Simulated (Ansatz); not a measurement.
The cluster Li₃H₅⁺ (the lowest doublet isomer of a short search) was relaxed with PBE0-D4 (def2-TZVP) in Ansatz in these states: charge +1 doublet, charge +1 quartet. The geometries follow in no particular order.

A:

Cartesian coordinates in Å:
```
Li -0.3118 0.9204 0.5368
Li -0.8867 3.8005 2.0229
Li 0.3265 -1.9250 -0.9752
H 1.3593 -3.3608 -2.0570
H -0.0073 2.4762 1.4187
H -1.2117 2.3489 1.1978
H 0.0076 -0.5244 -0.2301
H 0.7241 -3.7359 -1.9138
```

B:

Cartesian coordinates in Å:
```
Li -0.7951 0.2944 -1.1452
Li -3.7125 0.6865 -2.5887
Li 2.1718 -0.0952 0.3861
H 3.9858 -0.4830 1.8367
H -2.3272 -0.1063 -1.9801
H -2.2582 1.0975 -1.7926
H -1.4313 -1.1486 4.0490
H 4.3667 -0.2453 1.2350
```

Question: Judge from the bond lengths which geometry belongs to which state (an estimate).

Answer: A is the charge +1 doublet (Li1–H7 1.667 Å, Li3–H7 1.618 Å, Li1–H5 1.814 Å); B is the charge +1 quartet (Li1–H7 5.428 Å, Li3–H7 5.245 Å, Li1–H5 1.790 Å).

In the doublet, H4 and H8 lie 0.75 Å apart, H5 and H6 lie 1.23 Å apart (atoms count from 1), so H2 has formed as a molecule. In the quartet, H4 and H8 lie 0.75 Å apart, H5 and H6 lie 1.22 Å apart (atoms count from 1), so H2 has formed as a molecule. The charge +1 quartet has come apart into loosely held pieces.
